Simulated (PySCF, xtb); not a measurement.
Bonds broken one at a time in the series Ga F-H. All species are isolated molecules in the gas phase. Strings in code marks are SMILES.

Quantity: homolytic bond dissociation enthalpy at 298 K (no spin–orbit term), in kcal/mol. Enthalpy corrections at 298 K come from GFN2-xTB frequencies (xtb).

Level 1: PBE-D3(BJ)/def2-TZVP // B3LYP-D3(BJ)/def2-TZVP (PySCF)
Level 2: B3LYP/6-311+G** (LANL2DZ on Ga) // B3LYP-D3(BJ)/def2-TZVP (PySCF)
Level 3: M06-2X/6-31G* // B3LYP-D3(BJ)/def2-TZVP (PySCF)
Level 4: PBE/6-31G* // B3LYP-D3(BJ)/def2-TZVP (PySCF)

```
species                                                           level 1  level 2  level 3     level 4
-------------------------------------------------------------  ----------  -------  -------  ----------
F–Ga bond of `[F][GaH2]`, giving `[F]` and `[GaH2]`            (withheld)    130.6    128.8       132.5
F–Ga bond of `[F][GaH][F]`, giving `[F]` and `[F][GaH]`             128.2    126.6    125.9       127.9
F–Ga bond of `[F][Ga]([F])[F]`, giving `[F]` and `[F][Ga][F]`  (withheld)    120.3    120.9  (withheld)
```

### Question
What belongs in the gaps?

### Answer

- F–Ga bond of `[F][GaH2]`, giving `[F]` and `[GaH2]`, level 1: 133.4
- F–Ga bond of `[F][Ga]([F])[F]`, giving `[F]` and `[F][Ga][F]`, level 1: 121.4
- F–Ga bond of `[F][Ga]([F])[F]`, giving `[F]` and `[F][Ga][F]`, level 4: 121.6
